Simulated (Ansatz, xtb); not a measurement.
Homolysis of single bonds, series acetyl-X. All species are isolated molecules in the gas phase. One relaxed conformer stands for each flexible species; it need not be the lowest. Strings in code marks are SMILES.

Quantity: homolytic bond dissociation enthalpy at 298 K (no spin–orbit term), in kJ/mol. Enthalpy corrections at 298 K come from GFN2-xTB frequencies (xtb).

Case: C–Ge bond of `C[C](=O)[GeH3]`, giving `C[C]=O` and `[GeH3]`. Geometry of `C[C](=O)[GeH3]` (neutral, multiplicity 1, Å):

```xyz
10

C     -1.5009    -0.1316     0.1317
C     -0.2956     0.7080    -0.2163
O     -0.3752     1.8653    -0.5758
Ge     1.5371    -0.1749    -0.0438
H     -1.5434    -1.0055    -0.5382
H     -1.3963    -0.5286     1.1543
H     -2.4239     0.4566     0.0450
H      2.5783     0.7322    -0.7302
H      1.5385    -1.5865    -0.6856
H      1.8814    -0.3350     1.4590
```

Task: Estimate the homolytic bond dissociation enthalpy at 298 K (no spin–orbit term) that frozen-core MP2/cc-pVTZ // PBE-D3(BJ)/def2-TZVP (Ansatz, an electronic-structure program) returns for this input.

Result: 266.5 kJ/mol.
